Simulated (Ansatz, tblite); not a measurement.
# C2H8Si: isomers side by side

Aim: relax some chosen isomers of C2H8Si, and see how the levels of theory order them.

Method: relaxed with PBE0-D4/def2-TZVP, singlet; program: Ansatz 0.2.0, Gaussian basis.

2 further runs of the same task are left out: 2 set aside as unsound or not needed.

**1. Starting geometry**

11 atoms, charge 0, spin multiplicity 1.

Atoms are counted from 1 here; the program's logs count them from 0.

Bond lengths: C1–C2 1.525 Å, C1–Si3 1.902 Å, C1–H4 1.092 Å, C1–H5 1.092 Å, C2–H6 1.090 Å, C2–H7 1.088 Å, C2–H8 1.088 Å, Si3–H9 1.465 Å, Si3–H10 1.466 Å, Si3–H11 1.465 Å. Angles: C2–C1–Si3 113.0°, C2–C1–H4 108.9°, C2–C1–H5 109.0°, Si3–C1–H4 109.8°, Si3–C1–H5 109.6°, H4–C1–H5 106.3°, C1–C2–H6 111.0°, C1–C2–H7 110.7°, C1–C2–H8 110.7°, H6–C2–H7 108.1°, H6–C2–H8 108.1°, H7–C2–H8 108.1°, C1–Si3–H9 109.6°, C1–Si3–H10 109.5°, C1–Si3–H11 109.2°, H9–Si3–H10 109.3°, H9–Si3–H11 109.7°, H10–Si3–H11 109.6°.

Coordinates:

| atom | x (Å) | y (Å) | z (Å) |
| --- | --- | --- | --- |
| C1 | -0.2875 | -0.4169 | 0.5029 |
| C2 | 0.5243 | 0.7328 | 1.0904 |
| Si3 | -0.3054 | -0.4176 | -1.3990 |
| H4 | 0.1192 | -1.3613 | 0.8696 |
| H5 | -1.3107 | -0.3578 | 0.8797 |
| H6 | 0.5056 | 0.7080 | 2.1798 |
| H7 | 1.5620 | 0.6736 | 0.7686 |
| H8 | 0.1240 | 1.6914 | 0.7666 |
| H9 | 1.0699 | -0.4485 | -1.9031 |
| H10 | -0.9707 | 0.7953 | -1.8832 |
| H11 | -1.0306 | -1.5991 | -1.8725 |

The isomers as started, chosen beforehand: A: SiEtH3; B: SiMe2H2. The structure above is A.

**2. Relaxing candidate A**

The input, in.yaml:

```yaml
crystal:
  periodic: [false, false, false]
  atoms:
    - {symbol: C, position_ang: [-0.287510, -0.416870, 0.502940]}
    - {symbol: C, position_ang: [0.524350, 0.732830, 1.090360]}
    - {symbol: Si, position_ang: [-0.305440, -0.417630, -1.398980]}
    - {symbol: H, position_ang: [0.119170, -1.361270, 0.869600]}
    - {symbol: H, position_ang: [-1.310740, -0.357840, 0.879710]}
    - {symbol: H, position_ang: [0.505600, 0.708020, 2.179840]}
    - {symbol: H, position_ang: [1.562010, 0.673650, 0.768570]}
    - {symbol: H, position_ang: [0.123950, 1.691430, 0.766640]}
    - {symbol: H, position_ang: [1.069910, -0.448540, -1.903060]}
    - {symbol: H, position_ang: [-0.970690, 0.795280, -1.883150]}
    - {symbol: H, position_ang: [-1.030600, -1.599060, -1.872470]}
basis:
  gaussian: {orbitals: def2-TZVP}
hamiltonian: {xc: pbe0, dispersion: d4}
scf: {lower_state_search: "off"}
output: {orbitals: {seedname: orbitals}}
relax: {f_tol: 0.02, max_steps: 100}
```

The run is started by

```bash
$ ansatz run in.yaml --threads 2 --pin off --events-out ev --progress --plain --max-ram 4352MiB
```

The program printed (excerpt; [...] marks lines left out):

```text
Functional definition: PBE0
  name "PBE0"
  cite "Adamo & Barone, J. Chem. Phys. 110, 6158 (1999) doi:10.1063/1.478522"
  cite "Perdew, Burke & Ernzerhof, Phys. Rev. Lett. 77, 3865 (1996) doi:10.1103/PhysRevLett.77.3865"
  parent pbe
[...]
980 factors; their error is unknown
[...]
mean field -10076.99994696 eV, -370.3229176150 hartree, gradient 8.1e-6 eV, S^2 0.000000; 0 other end points of the search recorded, 0 dependent functions left out
[...]
reference -10076.99997927 eV, -370.3229188023 hartree; 17, 17 occupied and 130, 130 virtual orbitals, 980 factors
relax step   1: F+E_penalty+E_count = -10077.14766805 eV  Δ(F+E_penalty+E_count) = +0.000e0 eV  max|allowed force component| = 1.061e0 eV/Å  Δτ_max = 0.0000 Å  (15 SCF iters, accepted)
[...]
relax step   5: F+E_penalty+E_count = -10077.18177359 eV  Δ(F+E_penalty+E_count) = -1.924e-4 eV  max|allowed force component| = 1.724e-2 eV/Å  Δτ_max = 0.0141 Å  (20 SCF iters, accepted)
[...]
relax step   6: F+E_penalty+E_count = -10077.18195140 eV  Δ(F+E_penalty+E_count) = -1.778e-4 eV  max|allowed force component| = 1.320e-2 eV/Å  Δτ_max = 0.0288 Å  (19 SCF iters, accepted)
Total energy: -10077.18198355 eV, -370.3296073360 hartree
Atom 0 at    -0.274643    -0.419960     0.505621 Å, force    -0.009180    -0.011777     0.011421 eV/Å
Atom 1 at     0.515701     0.744444     1.094711 Å, force     0.007277     0.013200    -0.001744 eV/Å
Atom 2 at    -0.307425    -0.428191    -1.370137 Å, force     0.004505     0.003483    -0.002834 eV/Å
Atom 3 at     0.142191    -1.375115     0.843241 Å, force     0.000649     0.003274    -0.002712 eV/Å
Atom 4 at    -1.309711    -0.400287     0.863892 Å, force     0.003012     0.002153    -0.002644 eV/Å
Atom 5 at     0.511692     0.721279     2.187415 Å, force     0.000737    -0.001159     0.000667 eV/Å
Atom 6 at     1.559403     0.723278     0.769859 Å, force    -0.004572    -0.000948     0.000753 eV/Å
Atom 7 at     0.099232     1.706993     0.785743 Å, force     0.000078    -0.005897     0.000479 eV/Å
Atom 8 at     1.077653    -0.511209    -1.911996 Å, force    -0.003532    -0.002938    -0.000830 eV/Å
Atom 9 at    -0.926809     0.825773    -1.882920 Å, force    -0.001446    -0.005219    -0.000553 eV/Å
Atom 10 at    -1.087275    -1.587004    -1.885429 Å, force     0.002472     0.005830    -0.002004 eV/Å
Dipole moment:     0.001222    -0.002123     0.189726 e Å
Checks for a lower state left out: stability, starts, cluster_reference, orbital_swaps, neighbouring_geometries, increment
```

It took 24 s on 2 threads of AMD EPYC 7R43, shared host.

Step by step:

| step | energy from step 1 (eV) | largest force component (eV/Å) |
| --- | --- | --- |
| 1 | 0.0000 | 1.0607 |
| 2 | -0.0306 | 0.3360 |
| 3 | -0.0337 | 0.0415 |
| 4 | -0.0339 | 0.0110 |
| 5 | -0.0341 | 0.0172 |
| 6 | -0.0343 | 0.0132 |

The force was under the threshold of 0.02 eV/Å already at step 4, but the program went on to step 6.

Close pairs (by a distance rule), those that changed most:

| bond | before (Å) | after (Å) | change (Å) |
| --- | --- | --- | --- |
| C1–Si3 | 1.902 | 1.876 | -0.026 |
| Si3–H9 | 1.465 | 1.490 | +0.024 |
| Si3–H10 | 1.466 | 1.490 | +0.024 |
| Si3–H11 | 1.465 | 1.489 | +0.024 |
| C2–H7 | 1.088 | 1.093 | +0.005 |
| C2–H8 | 1.088 | 1.093 | +0.005 |
| C1–H4 | 1.092 | 1.095 | +0.004 |
| C1–H5 | 1.092 | 1.095 | +0.004 |

**3. Relaxing candidate B**

The input, in.yaml:

```yaml
crystal:
  periodic: [false, false, false]
  atoms:
    - {symbol: C, position_ang: [-0.628260, -0.001280, 1.453540]}
    - {symbol: C, position_ang: [1.166350, 0.005860, -1.070880]}
    - {symbol: Si, position_ang: [-0.626270, -0.005120, -0.445270]}
    - {symbol: H, position_ang: [-1.641070, 0.025600, 1.844290]}
    - {symbol: H, position_ang: [-0.101100, 0.861910, 1.850660]}
    - {symbol: H, position_ang: [-0.147200, -0.890450, 1.851830]}
    - {symbol: H, position_ang: [1.203420, -0.013170, -2.155850]}
    - {symbol: H, position_ang: [1.719370, -0.857000, -0.709260]}
    - {symbol: H, position_ang: [1.696370, 0.895550, -0.740980]}
    - {symbol: H, position_ang: [-1.328090, 1.185900, -0.942840]}
    - {symbol: H, position_ang: [-1.313520, -1.207820, -0.935220]}
basis:
  gaussian: {orbitals: def2-TZVP}
hamiltonian: {xc: pbe0, dispersion: d4}
scf: {lower_state_search: "off"}
output: {orbitals: {seedname: orbitals}}
relax: {f_tol: 0.02, max_steps: 100}
```

The command is unchanged.

The program printed (excerpt; [...] marks lines left out):

```text
Functional definition: PBE0
  name "PBE0"
  cite "Adamo & Barone, J. Chem. Phys. 110, 6158 (1999) doi:10.1063/1.478522"
  cite "Perdew, Burke & Ernzerhof, Phys. Rev. Lett. 77, 3865 (1996) doi:10.1103/PhysRevLett.77.3865"
  parent pbe
[...]
980 factors; their error is unknown
[...]
mean field -10077.55003509 eV, -370.3431329809 hartree, gradient 4.2e-6 eV, S^2 0.000000; 0 other end points of the search recorded, 0 dependent functions left out
[...]
reference -10077.55006665 eV, -370.3431341407 hartree; 17, 17 occupied and 130, 130 virtual orbitals, 980 factors
relax step   1: F+E_penalty+E_count = -10077.69504124 eV  Δ(F+E_penalty+E_count) = +0.000e0 eV  max|allowed force component| = 9.976e-1 eV/Å  Δτ_max = 0.0000 Å  (14 SCF iters, accepted)
[...]
Atom 2 at    -0.589374    -0.003322    -0.419071 Å, force     0.003481     0.000050     0.002404 eV/Å
Atom 3 at    -1.659415     0.004525     1.820275 Å, force    -0.003859    -0.000535     0.000920 eV/Å
Atom 4 at    -0.127555     0.884968     1.852858 Å, force    -0.000265    -0.001962    -0.003575 eV/Å
Atom 5 at    -0.132010    -0.883453     1.856765 Å, force     0.000711     0.002659    -0.003423 eV/Å
Atom 6 at     1.174449    -0.004641    -2.165128 Å, force    -0.000434     0.000186    -0.003951 eV/Å
Atom 7 at     1.714056    -0.877375    -0.726368 Å, force    -0.003422     0.001980     0.001080 eV/Å
Atom 8 at     1.704553     0.890987    -0.736977 Å, force    -0.002990    -0.002494     0.001606 eV/Å
Atom 9 at    -1.313846     1.193835    -0.934171 Å, force    -0.002149     0.003134    -0.001536 eV/Å
Atom 10 at    -1.304911    -1.208506    -0.927902 Å, force    -0.002324    -0.003005    -0.001588 eV/Å
Dipole moment:     0.137927     0.000765     0.098080 e Å
Checks for a lower state left out: stability, starts, cluster_reference, orbital_swaps, neighbouring_geometries, increment
```

Run time: 18 s. Hardware: 2 threads of AMD EPYC 7R43, shared host.

Along the way:

| step | energy from step 1 (eV) | largest force component (eV/Å) |
| --- | --- | --- |
| 1 | 0.0000 | 0.9976 |
| 2 | -0.0266 | 0.2761 |
| 3 | -0.0305 | 0.0598 |
| 4 | -0.0308 | 0.0099 |

Close pairs (by a distance rule), those that changed most:

| bond | before (Å) | after (Å) | change (Å) |
| --- | --- | --- | --- |
| C1–Si3 | 1.899 | 1.872 | -0.027 |
| C2–Si3 | 1.899 | 1.872 | -0.027 |
| Si3–H10 | 1.469 | 1.491 | +0.022 |
| Si3–H11 | 1.469 | 1.491 | +0.022 |
| C2–H7 | 1.086 | 1.092 | +0.007 |
| C1–H6 | 1.087 | 1.093 | +0.006 |
| C1–H5 | 1.087 | 1.093 | +0.006 |
| C1–H4 | 1.086 | 1.092 | +0.006 |

**4. The relaxed candidates**

| candidate | point group | bonds (count, mean Å) | energy above the lowest (eV) |
| --- | --- | --- | --- |
| A | Cs | C–C 1, 1.53; C–Si 1, 1.88; C–H 5, 1.09; H–Si 3, 1.49 | 0.544 |
| B | C2v | C–Si 2, 1.87; C–H 6, 1.09; H–Si 2, 1.49 | 0.000 |

**5. Candidate A, first pass, PBE0-D4/def2-SVP**

start.molden holds the orbitals of an earlier run on this state, given as this run's starting guess.

The input, in.yaml:

```yaml
crystal:
  periodic: [false, false, false]
  atoms:
    - {symbol: C, position_ang: [-0.274643, -0.419960, 0.505621]}
    - {symbol: C, position_ang: [0.515701, 0.744444, 1.094711]}
    - {symbol: Si, position_ang: [-0.307425, -0.428191, -1.370137]}
    - {symbol: H, position_ang: [0.142191, -1.375115, 0.843241]}
    - {symbol: H, position_ang: [-1.309711, -0.400287, 0.863892]}
    - {symbol: H, position_ang: [0.511692, 0.721279, 2.187415]}
    - {symbol: H, position_ang: [1.559403, 0.723278, 0.769859]}
    - {symbol: H, position_ang: [0.099232, 1.706993, 0.785743]}
    - {symbol: H, position_ang: [1.077653, -0.511209, -1.911996]}
    - {symbol: H, position_ang: [-0.926809, 0.825773, -1.882920]}
    - {symbol: H, position_ang: [-1.087275, -1.587004, -1.885429]}
basis:
  gaussian: {orbitals: def2-SVP, initial_orbitals: start.molden}
hamiltonian: {xc: pbe0, dispersion: d4}
output: {orbitals: {seedname: orbitals}}
```

Same command.

The program printed:

```text
Functional definition: PBE0
  name "PBE0"
  cite "Adamo & Barone, J. Chem. Phys. 110, 6158 (1999) doi:10.1063/1.478522"
  cite "Perdew, Burke & Ernzerhof, Phys. Rev. Lett. 77, 3865 (1996) doi:10.1103/PhysRevLett.77.3865"
  parent pbe
  parameter a = 0.25
  parameter kappa = 0.804
  parameter beta = 0.06672455060314922
  exchange = (1 - a)*pbe_x(kappa = kappa, mu = beta*pi^2/3) + a*exact_x
  correlation = pbe_c(beta = beta)
976 factors; their error is unknown
mean field evaluation 1: about -9987.2546 eV, gradient 1.0e2 eV
mean field evaluation 2: about -10022.6612 eV, gradient 5.4e1 eV
mean field evaluation 4: about -10068.9745 eV, gradient 2.2e1 eV
mean field evaluation 8: about -10071.9388 eV, gradient 7.3e-5 eV
mean field evaluation 16: about -10071.9387 eV, gradient 2.2e-1 eV
mean field -10071.93884029 eV, -370.1369253753 hartree, gradient 7.3e-5 eV, S^2 0.000000; 1 other end points of the search recorded, 0 dependent functions left out
reference -10071.93886697 eV, -370.1369263558 hartree; 17, 17 occupied and 69, 69 virtual orbitals, 976 factors
Total energy: -10072.08661205 eV, -370.1423558871 hartree
```

It took 3.1 s on 2 threads of AMD EPYC 7R43, shared host.

From the report: HOMO -8.53 eV, LUMO 1.23 eV.

**6. Candidate A, GFN1-xTB**

Tight binding, by tblite at 300 K electronic temperature and without a spin-polarisation term:

```python
tblite.interface.Calculator('GFN1-xTB', numbers, positions, charge=0, uhf=0).singlepoint()
```

Energy -282.8677 eV, HOMO -11.88 eV, LUMO -5.34 eV; 0.017 s.

**7. Candidate A, GFN2-xTB**

Tight binding, by tblite at 300 K electronic temperature and without a spin-polarisation term:

```python
tblite.interface.Calculator('GFN2-xTB', numbers, positions, charge=0, uhf=0).singlepoint()
```

Energy -274.2801 eV, HOMO -10.74 eV, LUMO -4.68 eV; 0.008 s.

**8. Candidate A, PBE0-D4/def2-TZVP**

Edit in.yaml of step 5 so:

```diff
@@ -15,4 +15,5 @@
 basis:
-  gaussian: {orbitals: def2-SVP, initial_orbitals: start.molden}
+  gaussian: {orbitals: def2-TZVP, initial_orbitals: start.molden}
 hamiltonian: {xc: pbe0, dispersion: d4}
+scf: {omitted_lower_state_checks: [starts]}
 output: {orbitals: {seedname: orbitals}}
```

The command is unchanged.

The program printed:

```text
Functional definition: PBE0
  name "PBE0"
  cite "Adamo & Barone, J. Chem. Phys. 110, 6158 (1999) doi:10.1063/1.478522"
  cite "Perdew, Burke & Ernzerhof, Phys. Rev. Lett. 77, 3865 (1996) doi:10.1103/PhysRevLett.77.3865"
  parent pbe
  parameter a = 0.25
  parameter kappa = 0.804
  parameter beta = 0.06672455060314922
  exchange = (1 - a)*pbe_x(kappa = kappa, mu = beta*pi^2/3) + a*exact_x
  correlation = pbe_c(beta = beta)
these checks for a lower state are left out or cut short: starts
980 factors; their error is unknown
mean field evaluation 1: about -10075.4445 eV, gradient 8.8e1 eV
mean field evaluation 2: about -10077.0038 eV, gradient 1.7e0 eV
mean field evaluation 4: about -10077.0340 eV, gradient 3.6e-1 eV
mean field evaluation 8: about -10077.0342 eV, gradient 2.3e-5 eV
mean field -10077.03421007 eV, -370.3241767609 hartree, gradient 2.3e-5 eV, S^2 0.000000; 0 other end points of the search recorded, 0 dependent functions left out
reference -10077.03424220 eV, -370.3241779418 hartree; 17, 17 occupied and 130, 130 virtual orbitals, 980 factors
Total energy: -10077.18198728 eV, -370.3296074731 hartree
Checks for a lower state left out: starts
```

Run time: 5.5 s. Hardware: 2 threads of AMD EPYC 7R43, shared host.

HOMO -8.52 eV, LUMO 0.71 eV.

**9. Candidate A, PBE-D4/def2-TZVP**

Edit in.yaml of step 8 so:

```diff
@@ -16,4 +16,4 @@
   gaussian: {orbitals: def2-TZVP, initial_orbitals: start.molden}
-hamiltonian: {xc: pbe0, dispersion: d4}
+hamiltonian: {xc: pbe, dispersion: d4}
 scf: {omitted_lower_state_checks: [starts]}
-output: {orbitals: {seedname: orbitals}}
+output: {forces: true, orbitals: {seedname: orbitals}}
```

Launched as before.

The program printed (excerpt; [...] marks lines left out):

```text
Functional definition: PBE
  name "PBE"
  cite "Perdew, Burke & Ernzerhof, Phys. Rev. Lett. 77, 3865 (1996) doi:10.1103/PhysRevLett.77.3865"
  parent pbe
[...]
964 factors; their error is unknown
[...]
mean field -10075.64256438 eV, -370.2730347251 hartree, gradient 9.6e-6 eV, S^2 0.000000; 0 other end points of the search recorded, 0 dependent functions left out
[...]
reference -10075.64260794 eV, -370.2730363258 hartree; 17, 17 occupied and 130, 130 virtual orbitals, 964 factors
Total energy: -10075.81945225 eV, -370.2795352343 hartree
Atom 0 at    -0.274643    -0.419960     0.505621 Å, force     0.003240     0.007321    -0.023351 eV/Å
Atom 1 at     0.515701     0.744444     1.094711 Å, force    -0.000608     0.001495    -0.007167 eV/Å
Atom 2 at    -0.307425    -0.428191    -1.370137 Å, force    -0.006325    -0.011441    -0.046019 eV/Å
Atom 3 at     0.142191    -1.375115     0.843241 Å, force     0.081893    -0.207950     0.067662 eV/Å
Atom 4 at    -1.309711    -0.400287     0.863892 Å, force    -0.221791    -0.003548     0.072054 eV/Å
Atom 5 at     0.511692     0.721279     2.187415 Å, force     0.005061     0.001503     0.244149 eV/Å
Atom 6 at     1.559403     0.723278     0.769859 Å, force     0.223623     0.003695    -0.064832 eV/Å
Atom 7 at     0.099232     1.706993     0.785743 Å, force    -0.082317     0.207972    -0.061746 eV/Å
Atom 8 at     1.077653    -0.511209    -1.911996 Å, force     0.141126    -0.010056    -0.060165 eV/Å
Atom 9 at    -0.926809     0.825773    -1.882920 Å, force    -0.064724     0.126408    -0.056903 eV/Å
Atom 10 at    -1.087275    -1.587004    -1.885429 Å, force    -0.079177    -0.115399    -0.063681 eV/Å
Dipole moment:     0.002097    -0.000960     0.196033 e Å
Checks for a lower state left out: starts
```

Run time: 4.4 s. Hardware: 2 threads of AMD EPYC 7R43, shared host.

Report: HOMO -7.24 eV, LUMO -0.09 eV.

**10. Candidate A, r2SCAN-D4/def2-TZVP**

Edit in.yaml of step 9 so:

```diff
@@ -16,4 +16,4 @@
   gaussian: {orbitals: def2-TZVP, initial_orbitals: start.molden}
-hamiltonian: {xc: pbe, dispersion: d4}
+hamiltonian: {xc: r2scan, dispersion: d4}
 scf: {omitted_lower_state_checks: [starts]}
-output: {forces: true, orbitals: {seedname: orbitals}}
+output: {orbitals: {seedname: orbitals}}
```

The command is unchanged.

The program printed:

```text
Functional definition: r2SCAN
  name "r2SCAN"
  cite "Furness, Kaplan, Ning, Perdew & Sun, J. Phys. Chem. Lett. 11, 8208 (2020) doi:10.1021/acs.jpclett.0c02405"
  cite "Furness, Kaplan, Ning, Perdew & Sun, J. Phys. Chem. Lett. 11, 9248 (2020) doi:10.1021/acs.jpclett.0c03077"
  parent r2scan
  parameter k0 = 0.174
  parameter k1 = 0.065
  parameter a1 = 4.9479
  exchange = r2scan_x(k0 = k0, k1 = k1, a1 = a1)
  correlation = r2scan_c
these checks for a lower state are left out or cut short: starts
964 factors; their error is unknown
mean field evaluation 1: about -10080.9602 eV, gradient 5.2e0 eV
mean field evaluation 2: about -10080.9855 eV, gradient 2.9e-2 eV
mean field evaluation 4: about -10080.9610 eV, gradient 1.9e-4 eV
mean field -10080.96100651 eV, -370.4684838683 hartree, gradient 1.1e-5 eV, S^2 0.000000; 0 other end points of the search recorded, 0 dependent functions left out
reference -10080.96101947 eV, -370.4684843447 hartree; 17, 17 occupied and 130, 130 virtual orbitals, 964 factors
Total energy: -10081.00445762 eV, -370.4700806674 hartree
Checks for a lower state left out: starts
```

Run time: 6 s. Hardware: 2 threads of AMD EPYC 7R43, shared host.

Report: HOMO -7.51 eV, LUMO 0.46 eV.

**11. Candidate A, HSE06-D4/def2-TZVP**

Edit in.yaml of step 10 so:

```diff
@@ -16,3 +16,3 @@
   gaussian: {orbitals: def2-TZVP, initial_orbitals: start.molden}
-hamiltonian: {xc: r2scan, dispersion: d4}
+hamiltonian: {xc: hse06, dispersion: d4}
 scf: {omitted_lower_state_checks: [starts]}
```

Same command.

The program printed (excerpt; [...] marks lines left out):

```text
Functional definition: HSE06
  name "HSE06"
  cite "Heyd, Scuseria & Ernzerhof, J. Chem. Phys. 118, 8207 (2003) doi:10.1063/1.1564060"
  cite "Krukau, Vydrov, Izmaylov & Scuseria, J. Chem. Phys. 125, 224106 (2006) doi:10.1063/1.2404663"
  cite "Heyd & Scuseria, J. Chem. Phys. 120, 7274 (2004) doi:10.1063/1.1668634"
  cite "Ernzerhof & Perdew, J. Chem. Phys. 109, 3313 (1998) doi:10.1063/1.476928"
  cite "Perdew, Burke & Ernzerhof, Phys. Rev. Lett. 77, 3865 (1996) doi:10.1103/PhysRevLett.77.3865"
  parent pbe
[...]
  # The whole range is PBE's own exchange, as in plane waves. The composition of these papers is wPBEh.
[...]
980 factors; their error is unknown
83 factors; integrals over basis functions are off by at most 9.8e-7 eV
[...]
mean field -10076.69615419 eV, -370.3117534366 hartree, gradient 1.9e-5 eV, S^2 0.000000; 0 other end points of the search recorded, 0 dependent functions left out
reference -10076.69619703 eV, -370.3117550109 hartree; 17, 17 occupied and 130, 130 virtual orbitals, 980 factors
Total energy: -10076.83274572 eV, -370.3167730827 hartree
Checks for a lower state left out: starts
```

Run time: 6.5 s. Hardware: 2 threads of AMD EPYC 7R43, shared host.

Report: HOMO -8.12 eV, LUMO 0.34 eV.

**12. Candidate A, LDA/def2-TZVP**

Edit in.yaml of step 11 so:

```diff
@@ -16,3 +16,3 @@
   gaussian: {orbitals: def2-TZVP, initial_orbitals: start.molden}
-hamiltonian: {xc: hse06, dispersion: d4}
+hamiltonian: {xc: lda}
 scf: {omitted_lower_state_checks: [starts]}
```

The command is unchanged.

The program printed:

```text
Functional definition: SPW92
  name "SPW92"
  cite "Dirac, Proc. Camb. Phil. Soc. 26, 376 (1930) doi:10.1017/S0305004100016108"
  cite "Slater, Phys. Rev. 81, 385 (1951) doi:10.1103/PhysRev.81.385"
  cite "Perdew & Wang, Phys. Rev. B 45, 13244 (1992) doi:10.1103/PhysRevB.45.13244"
  exchange = slater_x
  correlation = pw_c
these checks for a lower state are left out or cut short: starts
964 factors; their error is unknown
mean field evaluation 1: about -10029.4605 eV, gradient 2.7e1 eV
mean field evaluation 2: about -10029.7751 eV, gradient 4.4e-1 eV
mean field evaluation 4: about -10029.7511 eV, gradient 3.8e-1 eV
mean field evaluation 8: about -10029.7513 eV, gradient 1.2e-5 eV
mean field -10029.75129334 eV, -368.5865616207 hartree, gradient 1.2e-5 eV, S^2 0.000000; 0 other end points of the search recorded, 0 dependent functions left out
reference -10029.75133362 eV, -368.5865631008 hartree; 17, 17 occupied and 130, 130 virtual orbitals, 964 factors
Total energy: -10029.75133362 eV, -368.5865631008 hartree
Checks for a lower state left out: starts
```

It took 2.5 s on 2 threads of AMD EPYC 7R43, shared host.

Report: HOMO -7.31 eV, LUMO -0.29 eV.

**13. Candidate A, CAM-B3LYP-D4/def2-TZVP**

Edit in.yaml of step 12 so:

```diff
@@ -16,3 +16,3 @@
   gaussian: {orbitals: def2-TZVP, initial_orbitals: start.molden}
-hamiltonian: {xc: lda}
+hamiltonian: {xc: {name: CAM-B3LYP}, dispersion: d4}
 scf: {omitted_lower_state_checks: [starts]}
```

Same command.

The program printed (excerpt; [...] marks lines left out):

```text
Functional definition: CAM-B3LYP
  name "CAM-B3LYP"
  cite "Yanai, Tew & Handy, Chem. Phys. Lett. 393, 51 (2004) doi:10.1016/j.cplett.2004.06.011"
  cite "Iikura, Tsuneda, Yanai & Hirao, J. Chem. Phys. 115, 3540 (2001) doi:10.1063/1.1383587"
  cite "Becke, Phys. Rev. A 38, 3098 (1988) doi:10.1103/PhysRevA.38.3098"
  cite "Lee, Yang & Parr, Phys. Rev. B 37, 785 (1988) doi:10.1103/PhysRevB.37.785"
  cite "Vosko, Wilk & Nusair, Can. J. Phys. 58, 1200 (1980) doi:10.1139/p80-159"
[...]
  # Exact exchange under (alpha + beta erf(omega r))/r, Becke's under what is left of 1/r.
[...]
973 factors; their error is unknown
309 factors; integrals over basis functions are off by at most 1.8e-5 eV
[...]
mean field -10082.02095706 eV, -370.5074363328 hartree, gradient 1.3e-5 eV, S^2 0.000000; 0 other end points of the search recorded, 0 dependent functions left out
reference -10082.02109117 eV, -370.5074412612 hartree; 17, 17 occupied and 130, 130 virtual orbitals, 973 factors
Total energy: -10082.16893229 eV, -370.5128743221 hartree
Checks for a lower state left out: starts
```

Run time: 5.5 s. Hardware: 2 threads of AMD EPYC 7R43, shared host.

HOMO -9.91 eV, LUMO 1.55 eV.

(Part 1 of 2 ends here.)
